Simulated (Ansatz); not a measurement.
AsH2⁺, singlet: vertical spin and charge gaps

Geometry (PBE0/def2-TZVP stationary point for this spin, not checked as a minimum):

```xyz
3

As    0.0000   -0.0281    0.0000
H     0.0000    1.0446   -1.0909
H     0.0000    1.0446    1.0909
```

Basis cc-pVTZ; Ansatz 0.2.0. Correlated methods freeze the noble-gas cores and the filled d shells of p-block atoms. R marks a restricted (for open shells ROHF) determinant. Active spaces: valence = (6e, 6o) chosen from the atoms' valence shells. No spin–orbit coupling is included, and no scalar relativity.

Gaps are energies of the second state less the first, at fixed atoms, for a selection of the levels run; each method lands on the state that its own search finds for that charge and spin.

Triplet less singlet: 1.435 eV at full CI (singlet A1, triplet B1, in C2v).

```tsv
level	gap (eV)	error (meV)
RHF	0.959	-476
RMP2	1.321	-114
CISD	1.356	-79
RCCSD	1.436	1
RCCSD(T)	1.435	0
BCCD(T)	1.435	0
RCCSDT	1.432	-3
RCCSDT(Q)	1.433	-2
CASSCF (valence space)	1.389	-46
NEVPT2 (valence space)	1.396	-39
MRCISD (valence space)	1.444	9
MRCISD+Q (valence space)	1.444	9
PBE	1.397	-38
r2SCAN	1.182	-253
PBE0	1.331	-104
B3LYP	1.532	97
wB97M-V	1.499	64
B2PLYP	1.473	38
RPA-PBE	1.493	58
```

Functionals correlate the shells that the reference freezes, so part of their error here is the reference's.

Full CI is exact within this basis and frozen core; it isn't the basis-set limit.
